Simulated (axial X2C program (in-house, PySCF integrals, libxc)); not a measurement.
What spin–orbit coupling does to BS

All values were computed with an in-house relativistic program for diatomic molecules. Spin-free means the one-electron spin-free X2C Hamiltonian; two-component (2c) means X2C with spin–orbit coupling and atomic mean-field two-electron Coulomb and Gaunt terms, so the difference of the two also holds small scalar two-electron terms. Basis: S dyall-av3z [9s8p3d2f], B dyall-v3z [7s6p2d1f] (cores contracted in-house); Gaussian nuclei, density fitting, unrestricted open shells. Masses: S 31.972 u, B 11.009 u.

Spin-free state: M_S = 1/2, Λ = 0 (beyond evenly filled blocks: σα); fragments S + B.

```tsv
level	Re (Å)	ωe (cm⁻¹)	De (eV)	μ (D)
PBE0	1.610	1199.9	5.923	0.89
HF	1.600	1251.3	4.009	1.34
CCSD	1.613	1203.3	5.273	n/a
CCSD(T)	1.621	1176.5	5.534	n/a
```

Correlated methods: 9 electrons correlated (number of frozen shells: S 2 s, 1 p; B 1 s), 175 virtual spin orbitals or spinors in MP2, 90 natural virtuals in coupled cluster.

Dipoles are positive if B is the positive end.

Two-component determinant lowest at the distance of the search:

Ω = 1/2 (⟨Sz⟩ = 0.50, ⟨Lz⟩ = 0.00 at HF); fragments S + B.

| level | Re (Å) | ωe (cm⁻¹) | De (eV) | μ (D) |
| --- | --- | --- | --- | --- |
| PBE0 | 1.610 | 1199.6 | 5.920 | 0.89 |
| HF | 1.600 | 1250.9 | 4.004 | 1.34 |
| CCSD | 1.613 | 1203.0 | 5.259 | n/a |
| CCSD(T) | 1.621 | 1176.2 | 5.509 | n/a |

**Question.** From the two tables, how do the constants change at the CCSD(T) level (2c against spin-free)?

**Answer.** At the CCSD(T) level Re is unchanged within 0.001 Å and ωe falls by 0.3 cm⁻¹; De changes by -0.025 eV.

Occupations by symmetry block were frozen at the best pattern of an incomplete PBE0 search. De is counted from the lowest determinant-based energies of the atoms at the same level, without counterpoise correction. Density functionals use the spin component along the axis (collinear). CCSD and (T) use frozen natural virtuals with an MP2 correction for the truncation; (T) itself is uncorrected, so its De runs slightly low. In 2c an atomic determinant is not the ground J level, so De misses part of the atomic spin–orbit lowering. This holds for PBE0. Without a current term, density functionals place determinants with orbital angular momentum somewhat too high. Some points did not converge and are left out. The determinant is spin-polarised beyond a pure state at some levels (its spin-free form has ⟨S²⟩ too high), which makes Re and μ there less reliable.
